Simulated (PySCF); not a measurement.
Isomers of C5H6O, one GFN2-xTB conformer each. Single-point energies are computed at PBE0/pcSseg-1 (PySCF, gas phase, no added dispersion term), electronic only.

Question: Rank them by PBE0/pcSseg-1 energy, lowest first (kcal/mol).
A. `[CH2:1]=[CH:2][C:3](=[CH2:4])[CH:5]=[O:6]` with C1–C2–C3–C4 180°, C2–C3–C5–O6 180°
B. `C=C1C=COC1`
C. `C1=COC=CC1` (4H-pyran)

Answer: C (0.0), B (1.8), A (8.4).

As drawn, the highest has a C=O bond, which the lowest lacks. Neighbours under 2.5 kcal/mol apart (C1=COC=CC1 and C=C1C=COC1) can change places with a better method, another conformer or zero-point energy. GFN2-xTB itself gives, in the same order: 0.0, 1.8, 29.6. Both levels put the same isomer lowest; measured from each level's own lowest isomer, the values differ by up to 21.2 kcal/mol (C=CC(=C)C=O: 29.6 against 8.4).

Q: Which frontier levels, dipoles and rotational constants go with these structures?

A: 
| SMILES | HOMO (eV, PBE0/pcSseg-1) | LUMO (eV) | dipole (D) | A, B, C (MHz) |
| --- | --- | --- | --- | --- |
| C1=COC=CC1 | -6.13 | 0.15 | 0.93 | 5783, 5191, 2783 |
| C=C1C=COC1 | -5.88 | -0.47 | 0.21 | 8235, 3628, 2559 |
| C=CC(=C)C=O | -7.32 | -2.06 | 2.73 | 6558, 2744, 1934 |
